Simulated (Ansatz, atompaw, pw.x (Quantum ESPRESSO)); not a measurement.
**magnesium (Mg) (fcc): variants of one PAW (atompaw) potential in the solid**

| Quantity | Value |
| --- | --- |
| Element | Mg |
| Generator | atompaw 4.2.0.5 |
| Type | PAW |
| Functional | PBEsol |
| Relativity | scalar-relativistic |
| Frozen core | [Ne] |
| Valence charge | 2 |
| Reference configuration | 3s2 3p0 |
| Partial waves | 3s (bound); 3s channel at 4.65 Ry; 3p (bound, empty); 3p channel at 1.85 Ry; 3d channel at 0.25 Ry |
| Local potential | troulliermartins scheme with l = 3 at -0.5 Ry, radius 2.45 bohr |
| Core correction | smooth core density matched at 2.90 bohr |
| Augmentation charge | besselshape compensation charge, radius 3.00 bohr; PAW radius 3.00 bohr; waves and projectors: bloechl |

Crystal test: fcc Mg in pw.x 7.5, no spin, 13³ k-points, Fermi–Dirac smearing 0.01 Ry, cutoffs set for each file from its atomic test. The reference is all-electron LAPW (Ansatz 0.2.0) with the same functional, mesh and smearing; V0 and B0 come from Birch–Murnaghan fits to the pressures at five volumes. Errors are pseudo minus all-electron; Δ is the rms difference of the E(V) curves that follow from these fits, minima aligned, over ±6 % about the mean V0. Mesh and smearing are coarse, so the numbers serve the comparison and aren't converged zero-temperature values; the lattice is a test structure that the element need not adopt.

All-electron: a0 = 4.495 Å (V0 = 22.71 Å³/atom), B0 = 36.4 GPa.

3 further variants are left out: they gave no file fit for a test, a broken result, the same result as the base, or pressures whose basis-set error rivals the error shown.

```csv
change,cutoffs (Ry),pw.x,a0 (Å),a0 error (%),B0 error (%),Δ (meV/atom),mean pressure error (GPa)
base,40/400,converged,4.500,+0.11,+0.7,0.6,+0.12
"all radii scaled by about 1.25 (s 2.80, p 3.74, d 3.74 bohr); local potential troulliermartins scheme with l = 3 at -0.5 Ry, radius 3.06 bohr; augmentation besselshape compensation charge, radius 3.74 bohr; PAW radius 3.74 bohr; waves and projectors: bloechl; core correction smooth core density matched at 3.62 bohr",40/400,converged,4.486,-0.20,+2.4,1.1,-0.22
```

Question: Give the row for: all radii scaled by about 1.11 (s 2.50, p 3.34, d 3.34 bohr); local potential troulliermartins scheme with l = 3 at -0.5 Ry, radius 2.72 bohr; augmentation besselshape compensation charge, radius 3.34 bohr; PAW radius 3.34 bohr; waves and projectors: bloechl; core correction smooth core density matched at 3.22 bohr.

Answer: pw.x: converged; mean pressure error (GPa): +0.05; a0 (Å): 4.497; a0 error (%): +0.04; B0 error (%): +1.1; Δ (meV/atom): 0.2.
